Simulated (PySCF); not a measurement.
# CF2 (triplet): the SCF solver's settings

The same problem is solved with other solver options, one edit a run.

Computed with PySCF 2.14.0. Level: each script names its method and basis.

1 further run of the same task is left out (it didn't finish). Runs told in other sessions of the task aren't counted.

## 1. Where the work starts

CF2 (triplet): 3 atoms, charge 0, spin multiplicity 3.

Bond lengths: C1–F2 1.283 Å, C1–F3 1.283 Å. Angles: F2–C1–F3 119.5°.

Coordinates:

```xyz
3
CF2
C     0.0000    0.0000   -0.4912
F     1.1078    0.0000    0.1551
F    -1.1078    0.0000    0.1551
```

## 2. The run that the others are compared with

File input.py:

```python
from pyscf import gto, dft

mol = gto.M(
    atom='C 0 0 -0.4912; F 1.1078 0 0.1551; F -1.1078 0 0.1551',
    basis='minao',
    charge=0,
    spin=2,
    symmetry=True,
    verbose=4,
)
mf = dft.UKS(mol, xc='hse06')
mf.kernel()
mf.dip_moment()
print('orbital energies (hartree):', [e[max(0, n-3):n+3].round(4) for e, n in zip(mf.mo_energy, mol.nelec)])
```

Started as:

```bash
$ OMP_NUM_THREADS=1 python input.py
```

Its log is not repeated here.

It gives: E(SCF) = -237.272317 Eh, 7 cycles, ⟨S²⟩ = 2.001, μ = 0.18 D.

The triplet is typed in the script; nothing here shows that it is the ground state.

## 3. Point-group symmetry off

Variant 1 changes point-group symmetry: on → off.

Edit input.py of step 2 so:

```diff
@@ -7,3 +7,2 @@
     spin=2,
-    symmetry=True,
     verbose=4,
```

Started as:

```bash
$ OMP_NUM_THREADS=1 python input.py
```

Output:

```text
PySCF version 2.14.0

[INPUT] verbose = 4
[INPUT] num. atoms = 3
[INPUT] num. electrons = 24
[INPUT] charge = 0
[INPUT] spin (= nelec alpha-beta = 2S) = 2
[INPUT] symmetry False subgroup None
[INPUT] Mole.unit = angstrom
[INPUT] Symbol           X                Y                Z      unit          X                Y                Z       unit  Magmom
[INPUT]  1 C      0.000000000000   0.000000000000  -0.491200000000 AA    0.000000000000   0.000000000000  -0.928233472386 Bohr   0.0
[INPUT]  2 F      1.107800000000   0.000000000000   0.155100000000 AA    2.093438600793   0.000000000000   0.293096521920 Bohr   0.0
[INPUT]  3 F     -1.107800000000   0.000000000000   0.155100000000 AA   -2.093438600793   0.000000000000   0.293096521920 Bohr   0.0

nuclear repulsion = 63.9068501657682
number of shells = 6
number of NR pGTOs = 75
number of NR cGTOs = 15
basis = minao
ecp = {}

******** <class 'pyscf.dft.uks.UKS'> ********
method = UKS
initial guess = minao
damping factor = 0
level_shift factor = 0
DIIS = <class 'pyscf.scf.diis.CDIIS'>
diis_start_cycle = 1
diis_space = 8
diis_damp = 0
SCF conv_tol = 1e-09
SCF conv_tol_grad = None
SCF max_cycles = 50
direct_scf = True
direct_scf_tol = 1e-13
number electrons alpha = 13  beta = 11
XC library pyscf.dft.libxc version 7.0.0
    S. Lehtola, C. Steigemann, M. J.T. Oliveira, and M. A.L. Marques.,  SoftwareX 7, 1–5 (2018)
XC functionals = hse06
    J. Heyd, G. E. Scuseria, and M. Ernzerhof.,  J. Chem. Phys. 118, 8207 (2003)
    J. Heyd, G. E. Scuseria, and M. Ernzerhof.,  J. Chem. Phys. 124, 219906 (2006)
    A. V. Krukau, O. A. Vydrov, A. F. Izmaylov, and G. E. Scuseria.,  J. Chem. Phys. 125, 224106 (2006)
radial grids:
    Treutler-Ahlrichs [JCP 102, 346 (1995); DOI:10.1063/1.469408] (M4) radial grids

becke partition: Becke, JCP 88, 2547 (1988); DOI:10.1063/1.454033
pruning grids: <function nwchem_prune>
grids dens level: 3
symmetrized grids: False
atomic radii adjust function: <function treutler_atomic_radii_adjust>
small_rho_cutoff = 0
Set gradient conv threshold to 3.16228e-05
tot grids = 42648
init E= -237.961414607089
[... the frontier-level lines of each cycle are left out ...]

cycle= 1 E= -237.242375820634  delta_E= 0.719  |g|= 0.196  |ddm|= 2.03
cycle= 2 E= -237.245397263391  delta_E= -0.00302  |g|= 0.197  |ddm|= 0.574
cycle= 3 E= -237.272210661718  delta_E= -0.0268  |g|= 0.0112  |ddm|= 0.279
cycle= 4 E= -237.272312656139  delta_E= -0.000102  |g|= 0.00176  |ddm|= 0.0212
cycle= 5 E= -237.272317077357  delta_E= -4.42e-06  |g|= 0.000204  |ddm|= 0.00625
cycle= 6 E= -237.27231694212  delta_E= 1.35e-07  |g|= 9.96e-06  |ddm|= 0.000812
cycle= 7 E= -237.272316942282  delta_E= -1.62e-10  |g|= 9.27e-07  |ddm|= 3.09e-05
Extra cycle  E= -237.272316942284  delta_E= -1.71e-12  |g|= 2.1e-07  |ddm|= 2.93e-06
converged SCF energy = -237.272316942284  <S^2> = 2.0011927  2S+1 = 3.000795
Dipole moment(X, Y, Z, Debye): -0.00000,  0.00000, -0.17554
orbital energies (hartree): [array([-0.4953, -0.3873, -0.2596,  0.1159,  0.188 ]), array([-0.5524, -0.4816, -0.4802, -0.1966, -0.0757,  0.1596])]
```

Run time: 4.1 s. Hardware: 1 thread of Arm Neoverse N1, shared host.

This run: E(SCF) = -237.272317 Eh (no change), 7 cycles, ⟨S²⟩ = 2.001, μ = 0.18 D.

## 4. Convergence threshold 1e-16 hartree

Variant 2 changes convergence threshold: default → 1e-16 hartree.

Edit input.py of step 2 so:

```diff
@@ -11,2 +11,3 @@
 mf = dft.UKS(mol, xc='hse06')
+mf.conv_tol = 1e-16
 mf.kernel()
```

Started as:

```bash
$ OMP_NUM_THREADS=1 python input.py
```

Output:

```text
[lines on the frontier levels of each cycle are left out]
PySCF version 2.14.0

[INPUT] verbose = 4
[INPUT] num. atoms = 3
[INPUT] num. electrons = 24
[INPUT] charge = 0
[INPUT] spin (= nelec alpha-beta = 2S) = 2
[INPUT] symmetry True subgroup None
[INPUT] Mole.unit = angstrom
[INPUT] Symbol           X                Y                Z      unit          X                Y                Z       unit  Magmom
[INPUT]  1 C      0.000000000000   0.000000000000  -0.491200000000 AA    0.000000000000   0.000000000000  -0.928233472386 Bohr   0.0
[INPUT]  2 F      1.107800000000   0.000000000000   0.155100000000 AA    2.093438600793   0.000000000000   0.293096521920 Bohr   0.0
[INPUT]  3 F     -1.107800000000   0.000000000000   0.155100000000 AA   -2.093438600793   0.000000000000   0.293096521920 Bohr   0.0

nuclear repulsion = 63.9068501657682
point group symmetry = C2v
symmetry origin: [-3.70074342e-17  0.00000000e+00 -1.22359767e-02]
symmetry axis x: [-0. -1. -0.]
symmetry axis y: [1. 0. 0.]
symmetry axis z: [0. 0. 1.]
num. orbitals of irrep A1 = 7
num. orbitals of irrep A2 = 1
num. orbitals of irrep B1 = 2
num. orbitals of irrep B2 = 5
number of shells = 6
number of NR pGTOs = 75
number of NR cGTOs = 15
basis = minao
ecp = {}

******** <class 'pyscf.dft.uks_symm.SymAdaptedUKS'> ********
method = SymAdaptedUKS
initial guess = minao
damping factor = 0
level_shift factor = 0
DIIS = <class 'pyscf.scf.diis.CDIIS'>
diis_start_cycle = 1
diis_space = 8
diis_damp = 0
SCF conv_tol = 1e-16
SCF conv_tol_grad = None
SCF max_cycles = 50
direct_scf = True
direct_scf_tol = 1e-13
number electrons alpha = 13  beta = 11
XC library pyscf.dft.libxc version 7.0.0
    S. Lehtola, C. Steigemann, M. J.T. Oliveira, and M. A.L. Marques.,  SoftwareX 7, 1–5 (2018)
XC functionals = hse06
    J. Heyd, G. E. Scuseria, and M. Ernzerhof.,  J. Chem. Phys. 118, 8207 (2003)
    J. Heyd, G. E. Scuseria, and M. Ernzerhof.,  J. Chem. Phys. 124, 219906 (2006)
    A. V. Krukau, O. A. Vydrov, A. F. Izmaylov, and G. E. Scuseria.,  J. Chem. Phys. 125, 224106 (2006)
radial grids:
    Treutler-Ahlrichs [JCP 102, 346 (1995); DOI:10.1063/1.469408] (M4) radial grids

becke partition: Becke, JCP 88, 2547 (1988); DOI:10.1063/1.454033
pruning grids: <function nwchem_prune>
grids dens level: 3
symmetrized grids: True
atomic radii adjust function: <function treutler_atomic_radii_adjust>
small_rho_cutoff = 0
Freeze 0 electrons in irreps []
    24 free electrons in irreps A1 A2 B1 B2
Set gradient conv threshold to 1e-08
tot grids = 42648
init E= -237.961414607089

cycle= 1 E= -237.242375820634  delta_E= 0.719  |g|= 0.196  |ddm|= 2.03
cycle= 2 E= -237.245397263391  delta_E= -0.00302  |g|= 0.197  |ddm|= 0.574
cycle= 3 E= -237.272210661718  delta_E= -0.0268  |g|= 0.0112  |ddm|= 0.279
cycle= 4 E= -237.272312656138  delta_E= -0.000102  |g|= 0.00176  |ddm|= 0.0212
cycle= 5 E= -237.272317077357  delta_E= -4.42e-06  |g|= 0.000204  |ddm|= 0.00625
cycle= 6 E= -237.27231694212  delta_E= 1.35e-07  |g|= 9.96e-06  |ddm|= 0.000812
cycle= 7 E= -237.272316942282  delta_E= -1.62e-10  |g|= 9.27e-07  |ddm|= 3.09e-05
cycle= 8 E= -237.272316942284  delta_E= -1.88e-12  |g|= 8.2e-08  |ddm|= 3.49e-06
cycle= 9 E= -237.272316942284  delta_E=    0  |g|= 1.4e-08  |ddm|= 3.27e-07
cycle= 10 E= -237.272316942284  delta_E= -5.68e-14  |g|= 8.12e-09  |ddm|= 2.52e-08
cycle= 11 E= -237.272316942284  delta_E= 2.84e-13  |g|= 5.96e-09  |ddm|= 9.45e-09
cycle= 12 E= -237.272316942284  delta_E= -2.84e-13  |g|= 4.74e-09  |ddm|= 5.04e-09
cycle= 13 E= -237.272316942284  delta_E=    0  |g|= 3.77e-09  |ddm|= 4.31e-09
Extra cycle  E= -237.272316942284  delta_E= 5.68e-14  |g|= 1.38e-09  |ddm|= 1.27e-08
converged SCF energy = -237.272316942284  <S^2> = 2.0011927  2S+1 = 3.000795
Dipole moment(X, Y, Z, Debye): -0.00000,  0.00000, -0.17554
orbital energies (hartree): [array([-0.4953, -0.3873, -0.2596,  0.1159,  0.188 ]), array([-0.5524, -0.4816, -0.4802, -0.1966, -0.0757,  0.1596])]
```

Wall time 6.1 s (1 thread of Arm Neoverse N1, shared host).

Outcome: E(SCF) = -237.272317 Eh (no change), 13 cycles, ⟨S²⟩ = 2.001, μ = 0.18 D.

## 5. Comparison

```
                                run  E(SCF) (hartree)  from base (eV)  cycles  gap, α spin (eV)  SCF dipole (D)
                               base       -237.272317               0       7             10.22            0.18
           point-group symmetry off       -237.272317          0.0000       7             10.22            0.18
convergence threshold 1e-16 hartree       -237.272317          0.0000      13             10.22            0.18
```

Wall time on 1 thread of Arm Neoverse N1, shared host, start-up included: base 4.1 s; point-group symmetry off 4.1 s; convergence threshold 1e-16 hartree 6.1 s.

Distance from each run's final energy (log10 hartree) by cycle:

```
                                run  cycle 1  cycle 2  cycle 3  cycle 5  cycle 8  cycle 12
                               base     -1.5     -1.6     -4.0     -6.9     done      done
           point-group symmetry off     -1.5     -1.6     -4.0     -6.9     done      done
convergence threshold 1e-16 hartree     -1.5     -1.6     -4.0     -6.9    < -11     < -11
```

With point-group symmetry off or convergence threshold 1e-16 hartree the SCF ends at the base energy.
